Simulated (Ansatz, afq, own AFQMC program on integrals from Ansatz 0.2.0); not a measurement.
Two steps: Ansatz 0.2.0 writes the Fock matrix and Cholesky factors of the valence space, and afq projects on them the lowest state that overlaps trial and start.

```yaml
crystal:
  periodic: [false, false, false]
  atoms:
    - {symbol: C, position_ang: [-0.015535, 0.000000, 0.784921]}
    - {symbol: C, position_ang: [-0.033580, 0.000000, -1.099604]}
    - {symbol: H, position_ang: [1.464359, -0.000005, 0.806709]}
    - {symbol: H, position_ang: [-0.439547, 1.205063, 1.471540]}
    - {symbol: H, position_ang: [-0.439555, -1.205060, 1.471540]}
basis:
  gaussian: {orbitals: cc-pVDZ}
magnetization: {spin_polarized: false, initial_magnetization: 1}
correlation: {method: ccsd_t, electrons: outside_noble_gas, hamiltonian_folder: ham}
```

```sh
$ ansatz run in.yaml --threads 1 --pin off --events-out ev --progress --plain --max-ram 1382MiB
```

Options of the walk:

```
--method phaseless --trial hf --walkers 120 --populations 1 --least-time 40 --time-step 0.005 --steps-per-block 20 --equilibration-blocks 160 --max-blocks 600 --target-error 0.002400 --factor-cut 1e-05 --start spin_pure --seed 4464 --taylor-order 6
```

Times are imaginary, in 1/Eh. The walk had a cap of 1706 s.

```
orbitals 41  electrons 6 5  factors 304 of 400
reference energy -77.12746088 Eh
CCSD correlation -0.29543160 Eh in 17 cycles, weight of the determinant in the CISD state 0.8369
energy of the start -77.127462 Eh
 block  time / (1/Eh)  mean weight  energy / Eh
     1     0.100  1.0001  -77.182101
     2     0.200  0.9998  -77.225641
     3     0.300  1.0038  -77.251922
     4     0.400  1.0028  -77.288291
     5     0.500  0.9997  -77.303263
     7     0.700  1.0002  -77.339560
     9     0.900  1.0010  -77.372047
    20     2.000  0.9990  -77.426644
    58     5.800  0.9993  -77.414830
    96     9.600  0.9988  -77.396489
   134    13.400  1.0000  -77.402410
   172    17.200  1.0022  -77.431356
   210    21.000  1.0019  -77.428684
   248    24.800  1.0003  -77.434607
   286    28.600  1.0016  -77.431715
   324    32.400  0.9988  -77.392784
   362    36.200  0.9996  -77.416437
   400    40.000  0.9985  -77.403600
   438    43.800  0.9999  -77.437360
   476    47.600  1.0003  -77.411284
   495    49.500  1.0005  -77.379187
   514    51.400  1.0017  -77.464627
   533    53.300  1.0024  -77.507278
   552    55.200  0.9993  -77.395744
   590    59.000  0.9962  -77.402058
   628    62.800  0.9992  -77.482246
   666    66.600  1.0001  -77.400048
   704    70.400  1.0022  -77.438308
   742    74.200  0.9985  -77.450545
blocks merged  error / Eh  count
     1  0.001075  600
     2  0.001445  300
     4  0.001909  150
     8  0.002498  75
    16  0.003062  37
    32  0.003685  18
    64  0.002945  9
energy -77.424205 +/- 0.003685 Eh
(rows thinned)
```

Question: Estimate how long the walk took on 1 thread of Intel(R) Xeon(R) 6975P-C (Granite Rapids), on a shared host.

Answer: 4.5 min of wall time.

The run passed its tests (sampling time, drift between the halves within three errors, error under three times the target), which doesn't prove that it has relaxed. The second half of the sampling lies below the first by 1.6 errors of their difference, so the energy may still be moving and its error bar be too small.

Against this walk (error 100.3 meV) on the same determinant: CCSD(T) 289.9 meV lower, a separate phaseless walk with a CISD trial and standard settings 387.2 ± 104.3 meV lower. The error is statistical and leaves out the bias of the constraint. None of these is a sure reference here.

Cautions: constraint bias not in the error; error above the target (100.3 against 65.3 meV); higher spins were not checked; a spin-contaminated unrestricted determinant lies lower (UHF 155 meV lower, ⟨S²⟩ 0.93).

A walk keeps the symmetry of its determinant, which the program's search chose and which needn't be the lowest solution, so a lower state of the same spin and another symmetry isn't excluded.
